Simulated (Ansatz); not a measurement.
# 1T (CdI2-type) SnSe2

All values below come from LDA (PAW; Ansatz, a program for electronic structure).

Settings: plane-wave cutoff 520 eV, 12×12×6 k mesh (along the axes of the cell as run), Fermi–Dirac smearing 0.01 eV, scalar-relativistic PAW data made under PBE.

Cell: relaxed at this level.

```json
{
 "equilibrium_volume_per_atom": "24.57 Å³/atom",
 "bulk modulus B0": "30.2 GPa",
 "lattice_parameter_a": "3.800 Å",
 "lattice_parameter_c": "5.893 Å",
 "band_gap": "0.16 eV",
 "smallest_direct_gap_on_the_k_points_sampled": "0.68 eV",
 "pressure derivative B′ of the bulk modulus": "10.0"
}
```

Measured, for comparison: band gap 0.98 eV (temperature not stated, not corrected to a static lattice, indirect, our sources range from 0.98 to 1.06; as tabulated in Gonzalez and Oleynik (2016), arXiv:1609.04381); lattice parameter c 6.14 Å (temperature not stated, not corrected to a static lattice; as tabulated in Gonzalez and Oleynik (2016), arXiv:1609.04381). Computed (rounded) less measured: lattice parameter c -4.0 %.

Note: the bulk modulus comes from volumes at which shape and atoms were relaxed.

Spin–orbit coupling is not included.

Computed values are for the static lattice.
